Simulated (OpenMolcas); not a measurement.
# C2F2 (SMILES FC#CF): levels of theory compared

Wanted: a comparison of 6 runs (HF/STO-3G, B2PLYP/cc-pVTZ, B3LYP/cc-pVTZ, BHLYP/cc-pVTZ, M06-2X/cc-pVTZ, SVWN5/cc-pVTZ) of C2F2. 

The results are computed with OpenMolcas 26.06.

## 1. The structure to begin with

C2F2: 4 atoms, total charge 0, spin state singlet. As SMILES, `FC#CF`. The coordinates come from a PBE0-D4/def2-TZVP relaxation.

Bond lengths: F1–C2 1.277 Å, C2–C3 1.184 Å, C3–F4 1.277 Å. Angles: F1–C2–C3 180.0°, C2–C3–F4 180.0°.

## 2. Energy and gradient at HF/STO-3G (run 1)

Contents of calc.inp:

```
>>> EXPORT MOLCAS_PRINT=2

&gateway
  baslib=$CurrDir
  basisset
  F.STO-3G....
  F1 -0.136400 0.128000 1.852800 angstrom
  F4 0.164100 -0.158200 -1.863000 angstrom
  End of Basis
  basisset
  C.STO-3G....
  C2 -0.033700 0.030200 0.583200 angstrom
  C3 0.061400 -0.060400 -0.593400 angstrom
  End of Basis

&seward

&scf
  thresholds=1e-10 1e-07 1e-07 1e-05
  prorbitals=1

&alaska
```

The basis set STO-3G is read from a file made from the Basis Set Exchange's data (not shown).

Launch:

```sh
$ export MOLCAS_MEM=1860
$ pymolcas calc.inp > calc.log
```

The log of the run:

```text
--- Start Module: gateway ---
[...]
--- Stop Module: gateway /rc=_RC_ALL_IS_WELL_ ---
[...]
      Basis functions           20
[...]
--- Start Module: scf ---
[...]
       Convergence after  10 Iterations
[...]
::    Total SCF energy                               -270.7455118394
[...]
      Total spin, S                                     0.0000000000
[...]
      Total electronic charge=   30.000000
      Total            charge=   -0.000000
[...]
      Dipole Moment (debye):
      Origin of the operator (angstrom)=    0.0138   -0.0151   -0.0051
                   X= -2.6808E-15               Y=  5.2205E-15               Z=  2.7090E-14           Total=  2.7719E-14
      Quadrupole Moment (debye*angstrom):
[...]
--- Stop Module: scf /rc=_RC_ALL_IS_WELL_ ---
--- Start Module: alaska ---
[...]
 *              Molecular gradients               *
 **************************************************
  Irreducible representation: a
 ------------------------------------------------------------------------------------------
                              X                       Y                       Z
 ------------------------------------------------------------------------------------------
  F1                5.23391310746479E-03   -4.98464916590935E-03   -6.47143906513801E-02
  F4               -5.23391310746324E-03    4.98464916591024E-03    6.47143906513872E-02
  C2               -9.51914688596456E-03    9.06809515806606E-03    1.17757394932727E-01
  C3                9.51914688596378E-03   -9.06809515806584E-03   -1.17757394932735E-01
 ------------------------------------------------------------------------------------------
--- Stop Module: alaska /rc=_RC_ALL_IS_WELL_ ---
[...]
```

Run time: 2.7 s. Hardware: 1 thread of AMD EPYC 7R43 (Zen 3), shared host; peak memory 0.37 GiB.

## 3. The energy at B2PLYP/cc-pVTZ (run 2)

Contents of struct.xyz:

```xyz
4

F     -0.136400     0.128000     1.852800
C     -0.033700     0.030200     0.583200
C      0.061400    -0.060400    -0.593400
F      0.164100    -0.158200    -1.863000
```

Contents of job.input:

```
&GATEWAY
  BasLib=$CurrDir
  Coord=struct.xyz
  Basis=cc-pVTZ
  Group=NoSym

&SEWARD
  GridInput
  Grid=UltraFine
  End of Grid

&SCF
  KSDFT=B2PLYP_SCF
  Thresholds=1e-10 1e-07 1e-07 1e-05
  PrOrbitals=1 2

&MBPT2
  Frozen=4
```

The basis set cc-pVTZ is read from a file made from the Basis Set Exchange's data (not shown).

Launch:

```sh
$ export MOLCAS_MEM=1860
$ pymolcas job.input > job.log
```

The log of the run:

```text
--- Start Module: gateway ---
[...]
--- Stop Module: gateway /rc=_RC_ALL_IS_WELL_ ---
[...]
      Basis functions          120
[...]
--- Start Module: scf ---
[...]
       Convergence after  12 Iterations
[...]
::    Total KS-DFT energy                            -275.4315045673
[...]
      Total spin, S                                     0.0000000000
[...]
      Total electronic charge=   30.000000
      Total            charge=   -0.000000
[...]
      Dipole Moment (debye):
      Origin of the operator (angstrom)=    0.0138   -0.0151   -0.0051
                   X= -7.6560E-12               Y= -2.3859E-11               Z=  5.4008E-11           Total=  5.9538E-11
      Quadrupole Moment (debye*angstrom):
[...]
--- Stop Module: scf /rc=_RC_ALL_IS_WELL_ ---
[...]
--- Start Module: mbpt2 ---
[...]
 ###    WARNING: MP2 implementation intended for RHF references only         ###
 ###############################################################################
MBPT2 WARNING: Reference function according to RunFile:KS-DFT
I'll assume you know what you're doing and continue
WARNING!
Default frozen orbitals as non valence orbitals is overwritten by user input.
Default values:   4
[...]
       Reference weight ( Cref**2 )         =        0.77068
::    Total MBPT2 energy                             -276.3808129540
[...]
      Total MBPT2 calculations                           1.00      1.11
--- Stop Module: mbpt2 /rc=_RC_ALL_IS_WELL_ ---
[...]
```

It took 38 s on 1 thread of AMD EPYC 7R43 (Zen 3), shared host; peak memory 0.76 GiB.

Runs 3 to 5 aren't shown in full; the table further down has their settings and results.

## 4. Energy and gradient at SVWN5/cc-pVTZ (run 6)

Contents of calc.inp:

```
* C2F2 Kohn-Sham DFT

&GATEWAY
  BASLIB=$CurrDir
  COORD
  4
  angstrom
  F       -0.136400       0.128000       1.852800
  C       -0.033700       0.030200       0.583200
  C        0.061400      -0.060400      -0.593400
  F        0.164100      -0.158200      -1.863000
  BASIS=cc-pVTZ
  GROUP=NoSym

&SEWARD
  GRIDINPUT
  Grid=UltraFine
  End of Grid

&SCF
  KSDFT=SVWN5
  THRESHOLDS=1e-10 1e-07 1e-07 1e-05
  PRORBITALS=1

&ALASKA
```

The basis set cc-pVTZ is read from a file made from the Basis Set Exchange's data (not shown).

Launch:

```sh
$ export MOLCAS_MEM=1860
$ pymolcas calc.inp > calc.log
```

The log of the run:

```text
--- Start Module: gateway ---
[...]
--- Stop Module: gateway /rc=_RC_ALL_IS_WELL_ ---
[...]
      Basis functions          120
[...]
--- Start Module: scf ---
[...]
       Convergence after  13 Iterations
[...]
::    Total KS-DFT energy                            -273.9155486785
[...]
      Total spin, S                                     0.0000000000
[...]
      Total electronic charge=   30.000000
      Total            charge=   -0.000000
[...]
      Dipole Moment (debye):
      Origin of the operator (angstrom)=    0.0138   -0.0151   -0.0051
                   X=  6.2376E-09               Y= -5.0978E-09               Z= -7.8292E-08           Total=  7.8706E-08
      Quadrupole Moment (debye*angstrom):
[...]
--- Stop Module: scf /rc=_RC_ALL_IS_WELL_ ---
[...]
--- Start Module: alaska ---
[...]
 *              Molecular gradients               *
 **************************************************
  Irreducible representation: a
 ------------------------------------------------------------------------------------------
                              X                       Y                       Z
 ------------------------------------------------------------------------------------------
  F1               -2.10753294035637E-04    2.00388945711172E-04    2.59750805343728E-03
  C2                1.72994591457276E-03   -1.64702828747004E-03   -2.13763141754839E-02
  C3               -1.72994629894208E-03    1.64702864783201E-03    2.13763189522220E-02
  F4                2.10753678417719E-04   -2.00389306073800E-04   -2.59751283025622E-03
 ------------------------------------------------------------------------------------------
--- Stop Module: alaska /rc=_RC_ALL_IS_WELL_ ---
[...]
```

It took 57 s on 1 thread of AMD EPYC 7R43 (Zen 3), shared host; peak memory 0.76 GiB.

## 5. All runs side by side

| run | level | task | frozen core orbitals | energy (Eh) | dipole moment (D) | HOMO energy (eV) | LUMO energy (eV) | wall time |
| --- | --- | --- | --- | --- | --- | --- | --- | --- |
| 1 | HF/STO-3G | gradient | – | -270.745512 | 0.00 | -8.61 | 11.19 | 2.7 s |
| 2 | B2PLYP/cc-pVTZ | energy | 4 | -275.687818 | 0.00 | -9.45 | 2.77 | 38 s |
| 3 | B3LYP/cc-pVTZ | gradient | – | -275.855490 | 0.00 | -7.93 | 0.78 | 51 s |
| 4 | BHLYP/cc-pVTZ | gradient | – | -275.731953 | 0.00 | -9.52 | 2.38 | 50 s |
| 5 | M06-2X/cc-pVTZ | gradient | – | -275.767144 | 0.00 | -9.67 | 2.28 | 55 s |
| 6 | SVWN5/cc-pVTZ | gradient | – | -273.915549 | 0.00 | -6.93 | -0.34 | 57 s |

## 6. Outcome

| quantity | value |
| --- | --- |
| run 6: total energy | -273.91555 Eh |
| run 6: dipole moment | 0.00 D |
| run 6: HOMO energy | -6.93 eV |
| run 6: LUMO energy | -0.34 eV |
| run 6: HOMO–LUMO gap | 6.58 eV |
| run 6: largest force on an atom | 1.106 eV/Å |

The HOMO–LUMO gap runs from 6.58 eV (SVWN5/cc-pVTZ) to 19.80 eV (HF/STO-3G). The two ends differ in method and basis. For B2PLYP the log adds the whole second-order term; the table takes 0.27 of it, as the functional is defined. Totals of different functionals can't be ranked against each other. In run 1 the basis is minimal, so the values are rough. All runs together took 4.2 min, the longest 57 s.
